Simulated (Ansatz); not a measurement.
Results of revPBE (PAW; Ansatz, a quantum-chemistry and plane-wave program) for hcp Ti.

Numerical settings: plane-wave cutoff 520 eV, 24×24×14 k mesh (along the axes of the cell as run), Fermi–Dirac smearing 0.029 eV (set by the program), no spin polarisation, scalar-relativistic PAW data made under PBE.

Computed at the level's own relaxed cell.

Hill averages of the elastic tensor: K = 107.1 GPa, G = 47.7 GPa. Volume 17.759 Å³/atom, mean atomic mass 47.867 u.

Problem. Work out the density, the sound velocities of a polycrystal and the elastic Debye temperature, and Pugh's ratio at this level.

Solution. ρ = 1.66054 × 47.867/17.759 = 4.476 g/cm³. v_l = √[(K + 4G/3)/ρ] = 6.175 km/s and v_t = √(G/ρ) = 3.264 km/s. The mean follows from 3/v_m³ = 1/v_l³ + 2/v_t³: v_m = 3.649 km/s. Θ_D = (ħ/k_B) v_m (6π²/V)^(1/3) = 76.38 K Å s/km × 3.649 × 1.4940 Å⁻¹ = 416 K, counting all atoms of the cell. K/G = 2.25, to be set beside Pugh's rough bound of 1.75 between brittle and ductile metals.
